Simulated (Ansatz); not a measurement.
# AlSiH (singlet): one geometry, many settings at scale of all distances = 1.304

An exercise on one series of results from a longer session: the logs are not shown, and one member is left open.

The runs use Ansatz 0.2.0, Gaussian basis; the settings change from run to run.

34 further runs of the same task are left out: 30 that didn't finish, 4 set aside as unsound or not needed. Runs told in other sessions of the task aren't counted.

## What is computed

The geometry derives from a PBE0/def2-TZVP stationary point (not a proven minimum). All distances are scaled together.

3 atoms, charge 0, spin multiplicity 1.

Atoms are counted from 1 here; the program's logs count them from 0.

No contacts short enough for the rule that draws bonds.

The first run:

in.yaml reads:

```yaml
crystal:
  periodic: [false, false, false]
  atoms:
    - {symbol: Si, position_ang: [0.000000, -0.086077, 1.666134]}
    - {symbol: Al, position_ang: [0.000000, 0.018720, -1.783339]}
    - {symbol: H, position_ang: [0.000000, 1.897337, 1.312605]}
basis:
  gaussian: {orbitals: cc-pVDZ}
magnetization: {spin_polarized: false}
hamiltonian: {xc: hf}
output: {orbitals: {seedname: orbitals}}
```

Command:

```
$ ansatz run in.yaml --threads 1 --pin off --events-out ev --progress --plain --max-ram 2393MiB
```

Steps of the session up to this table: HF/cc-pVDZ; CISD/6-31G; BCCD on RHF/6-31G; MP2 on UHF/6-31G; MRCISD+Q(2,8)/6-31G; CCSDTQ on RHF/6-31G.

One table of the session follows, with a row left open; its other results are not shown here.

```
              level  from FCI (meV)
         HF/cc-pVDZ                
         CISD/6-31G           396.7
  BCCD on RHF/6-31G               ?
   MP2 on UHF/6-31G          1177.4
MRCISD+Q(2,8)/6-31G           -44.1
CCSDTQ on RHF/6-31G             0.6
```

**Question.** Estimate the row for BCCD on RHF/6-31G.

**Answer.** from FCI (meV): 94.9.

Caveats from the session: The determinant of MP2 (⟨S²⟩ 1.08) is far from a pure spin state, so its energy mixes those of several spin states; that is harmless only where they are near-degenerate. Where basis and cores are those of an earlier FCI/6-31G run (-14458.3082 eV), and the records show the same count of frozen orbitals and kind of state, the miss against it is given; a blank cell means that this couldn't be shown.
